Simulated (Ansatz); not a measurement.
Calculated with Ansatz (gas phase, PBE0-D4/def2-TZVP geometries, no zero-point term in ΔE). CBS: MP2 limit from def2 TZ/QZ plus the TZ coupled-cluster correction, frozen cores. Functionals use def2-TZVPP. B3LYP here is the variant with VWN-RPA as its local correlation; programs differ in this. One conformer a species, not always the lowest.

Consider the isomerisation: `CC(=N)C(C)=O` → `CC1(O)C=NC1`.

| level | ΔE (eV) |
| --- | --- |
| r2SCAN-D4 | 1.38 |
| ωB97X-V | 1.22 |
| B2PLYP | 1.39 |
| r2SCAN | 1.38 |
| B3LYP | 1.45 |
| SCS-MP2/def2-TZVPP | 1.24 |
| CCSD(T)/def2-TZVPP | 1.24 |
| HF/def2-QZVPP | 1.48 |

Question: What does CCSD(T)/CBS give? (An estimate is asked.)

Answer: The calculation gave: +1.21 eV. The listed levels differ from it by 0.17, 0.01, 0.18, 0.17, 0.24, 0.03, 0.03, 0.27 eV.

Largest T1 diagnostic among the species: 0.013.

In def2-TZVPP, CCSD(T) changes the Hartree–Fock value by −0.25 eV (the triples alone add −0.00 eV) and MP2 by −0.28 eV. From PBE to PBE0 (25 % exact exchange), in def2-TZVPP and without D4, ΔE moves by −0.08 eV.
